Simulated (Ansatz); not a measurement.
**SiF+ (triplet): from Hartree-Fock to the top rungs, cc-pVTZ**

One table from this session's results is given with a row withheld; the runs are named, their logs left out.

Computed with Ansatz 0.2.0, Gaussian basis. Level: cc-pVTZ, core rule «outside noble gas», up to 6 orbitals frozen.

The runs, in order: UHF; CCSD(T) on ROHF; CCSD(T) on UHF; BCCD(T) on ROHF; CISD; CCSDT(Q) on ROHF; CCSDT(Q) on UHF.

19 further runs of the same task are left out: 6 for a known fault of the program, 7 that didn't finish, 6 set aside as unsound or not needed.

### The geometry

The geometry is a PBE0/def2-TZVP stationary point (not a proven minimum).

2 atoms, charge 1, spin multiplicity 3.

Atoms are counted from 1 here; the program's logs count them from 0.

Bond lengths: Si1–F2 1.555 Å.

Set-up of the first run:

File in.yaml:

```yaml
crystal:
  periodic: [false, false, false]
  atoms:
    - {symbol: Si, position_ang: [0.000000, 0.000000, 0.000000]}
    - {symbol: F, position_ang: [0.000000, 0.000000, 1.554800]}
basis:
  gaussian: {orbitals: cc-pVTZ}
total_charge: 1
magnetization: {spin_polarized: true, initial_magnetization: 2}
hamiltonian: {xc: hf}
output: {orbitals: {seedname: orbitals}}
```

Run with:

```sh
ansatz run in.yaml --threads 1 --pin off --events-out ev --progress --plain --max-ram 2393MiB
```

Among the steps run: UHF; CCSD(T) on ROHF; CCSD(T) on UHF; BCCD(T) on ROHF; CISD; CCSDT(Q) on ROHF; CCSDT(Q) on UHF.

One of the session's tables, all rows but one given; the rest of the session is left out.

```
   method  from UCCSDT(Q) (meV)
     ROHF               +8364.2
      UHF               +8331.5
     RMP2                +388.2
     UMP2                +377.3
     CISD                +651.5
    RCCSD                +299.3
    UCCSD                +296.1
 RCCSD(T)                 +24.9
 UCCSD(T)                     ?
  BCCD(T)                 +22.9
   RCCSDT                 +14.0
   UCCSDT                 +11.5
RCCSDT(Q)                  +8.8
UCCSDT(Q)                     0
```

**Question.** Estimate the row for UCCSD(T).

**Answer.** from UCCSDT(Q) (meV): +22.4. In the column «from UCCSDT(Q) (meV)» it lies between RCCSDT (+14.0) and BCCD(T) (+22.9).

Caveats from the session: Restricted and unrestricted rows rest on different reference determinants; where their highest levels disagree by more than a few hundredths of an eV, they describe different states and don't form one ladder.
